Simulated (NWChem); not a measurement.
Correlation energy of Al

```
Al
```
Charge 0, spin multiplicity 2.

All runs are NWChem calculations.

Basis set: 6-311G**. Each correlation energy counts from its own Hartree-Fock reference.

The correlated methods keep 5 core orbitals frozen. The Pople sets run with spherical d functions. The stability of the SCF solutions was not checked. Open-shell Hartree-Fock references start from PBE0 orbitals. Coupled-cluster values serve here as a point of comparison, not as the truth.

**Question.** One of these methods gave a correlation energy of -30.1 mHa. Which?
A. CCSD on UHF
B. SCS-UMP2
C. CCSD on ROHF
D. UMP2

**Answer.** D, UMP2. The others give -34.6 (SCS-UMP2), -44.5 (CCSD on UHF), -46.6 (CCSD on ROHF).
